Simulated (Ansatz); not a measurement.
One stationary structure of Ir. Computed with PBEsol (plane waves to 420 eV, PAW, scalar-relativistic; Ansatz, a quantum-chemistry and plane-wave program).

```
CELL_PARAMETERS angstrom
      0.00000     1.91524     1.91524
      1.91524     0.00000     1.91524
      1.91524     1.91524     0.00000
ATOMIC_POSITIONS crystal
  Ir 0.00000 0.00000 0.00000
```

Task: Determine the symmetry and give the standard cell with its independent sites.

Result: Space group Fm-3m (No. 225); a = b = c = 3.8305 Å, α = β = γ = 90.00°

```tsv
atom	site	symmetry	x	y	z
Ir	4a	m-3m	0.0000	0.0000	0.0000
```

This is the fcc (Cu type).

Task: Give the shortest distances between elements (the closest pairs, up to four, under 3.6 Å).

Result: Ir–Ir 2.71 Å.

```yaml
volume_per_atom: 14.05 Å³
band_gap: zero (metallic)
```

No spin polarisation in the result.

Measured for Ir: a 3.831 Å (static lattice; corrected from measurement; as listed in Daniel Mejia-Rodriguez, S. B. Trickey, Phys. Rev. B (2018)). Computed minus measured — a: PBEsol 0.0 %. The computed values are for a static lattice.

The run could not lose the symmetry of its start.
